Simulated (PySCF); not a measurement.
# Two-dimensional NMR puzzle

Compound of formula C4H4N2. Correlations simulated from computed shifts and couplings:

HSQC (one-bond C–H):
```csv
δH,δC,"¹J(C,H) (Hz)"
2.58,16.4,146
```

HMBC (two and three bonds, |J| ≥ 2.5 Hz):
```csv
δH,δC [abs. J in Hz]
2.58,"121.4 [10.1], 16.4 [5.1]"
```

Carbons without hydrogens: δ 121.4.

Averaged over atoms made equivalent by symmetry, fast rotation or ring inversion, gas phase, one conformer, no relativistic terms. Spin–spin couplings from B3LYP/pcJ-1 (spin–dipole term only in couplings to heteroatoms); structure optimised with GFN2-xTB; σ from GIAO-PBE0/pcSseg-1; PySCF 2.14.0 with density-fitted response routines.

References, each an isolated molecule treated in the same way: ¹H and ¹³C against TMS.

Exchangeable hydrogens are left out of these lists, and C,H couplings along chains are those of one rotamer, so weak HMBC peaks may be missing or extra.

Problem. Which molecule is this?

Solution. succinonitrile (N#CCCC#N).

Atom-mapped SMILES (the numbers label the heavy atoms): `[N:1]#[C:2][CH2:3][CH2:4][C:5]#[N:6]`. Each H is labelled by its parent atom.

δC 121.4 is C2/C5, a nitrile carbon. δC 16.4 is C3/C4, an sp3 CH2 α to a nitrile (δH 2.58). HMBC from δH 2.58 reaches the proton-free carbon C2/C5.

This is the structure that produced the data.

Shifts are as computed. Against solution values, carbons near 30 ppm lie about +3 ppm off and those near 130 ppm about +5 ppm. Of 1211 compounds with measured shifts, 218 miss one by over three times the rms of a fit or turn the order of signals round; such compounds aren't used in these exercises. Vicinal H,H couplings across rotating CH2–CH2 and CH–CH2 bonds are estimated from the computed gauche and anti values for equal rotamer populations, (2 J gauche + J anti)/3.
